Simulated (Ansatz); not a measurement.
Energy profile

The step: CH₆AlN ([CH3][AlH][NH2]) → AlNH₂ ([NH][AlH]) + CH₄; bonds formed: C2–H4; bonds broken: Al1–C2, N3–H4 (atoms numbered as in the saddle structure below).

Al1  (-0.962, 0.017, -0.676)
C2  (0.469, 0.441, 0.896)
N3  (0.117, -1.106, -1.315)
H4  (0.632, -0.413, -0.065)
H5  (-2.250, 0.910, -0.479)
H6  (1.455, 0.171, 1.285)
H7  (0.507, 1.516, 0.696)
H8  (-0.240, 0.240, 1.707)
H9  (0.272, -1.776, -2.048)
(Å)

Electronic energies by CCSD(T) at an estimated basis limit (MP2 extrapolated from triple and quadruple zeta, plus CCSD(T) − MP2 in triple zeta), on PBE0-D4/def2-TZVP structures; CH6AlN, closed shell; no counterpoise correction. Ansatz 0.2.0; basis: def2-TZVPP and def2-QZVPP; cores frozen in the correlated methods. Extrapolation: Hartree–Fock as exp(−7.88 √X), correlation as X^−2.97.

(1) Give the profile in kcal/mol, counted from the start structure. (To be estimated.)

The T1 diagnostic stays at or below 0.024.

Answers

(1) By the calculation:
| point | kcal/mol |
| --- | --- |
| start structure | 0.00 |
| saddle | 74.56 |
| end structure | 60.32 |
| separated: AlNH2 (linked as [NH][AlH]; Al1, N3, H5, H9; singlet) + CH4 (C2, H4, H6, H7, H8; singlet) | 61.39 |

For scale, one of the runs: CCSD(T)/def2-TZVPP, 188 basis functions, launched by `ansatz run in.yaml --threads 2 --pin off --events-out ev --progress --plain --max-ram 4352MiB`. Time: 28 s of wall clock on 2 CPU threads of an Arm Neoverse V2; the host was shared. Peak host memory: 1.9 GiB.
